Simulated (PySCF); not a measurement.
C3H9N, SMILES `CN(C)C`, neutral singlet in the gas phase. 

Cartesian coordinates (Å):
```xyz
13

C     -0.6831    -1.2089    -0.0203
N      0.0643    -0.0443    -0.4419
C     -0.6788     1.1834    -0.2593
C      1.3796     0.0133     0.1574
H     -1.6434    -1.2597    -0.5578
H     -0.1182    -2.1267    -0.2490
H     -0.9087    -1.2165     1.0731
H     -0.1108     2.0358    -0.6649
H     -1.6392     1.1303    -0.7964
H     -0.9039     1.4079     0.8110
H      1.3540     0.1244     1.2681
H      1.9425    -0.9057    -0.0713
H      1.9457     0.8668    -0.2486
```
Charge 0, multiplicity 1.

All levels are single points at this geometry (B3LYP-D3(BJ)/def2-SVP); Pople sets use spherical d functions. Orbital energies aren't observables, and empty levels follow the basis.

| level | HOMO (eV) | LUMO (eV) | gap (eV) | dipole (D) | vertical IE, Delta-SCF (eV) |
|---|---|---|---|---|---|
| B3LYP-D3(BJ)/def2-TZVP in PySCF | -5.89 | 0.81 | 6.70 | 0.42 | 8.29 |
| M06-2X/def2-TZVP in PySCF | -7.45 | 1.79 | 9.24 | 0.51 | 8.43 |
| B3LYP/3-21G in PySCF | -5.25 | 2.85 | 8.10 | 0.61 | – |
| M06-2X/6-31G* in PySCF | -7.24 | 3.35 | 10.58 | 0.55 | – |
| PBE/6-31G* in PySCF | -4.39 | 1.66 | 6.05 | 0.43 | 7.97 |
| HF/3-21G in PySCF | -9.16 | 6.82 | 15.98 | 0.86 | – |
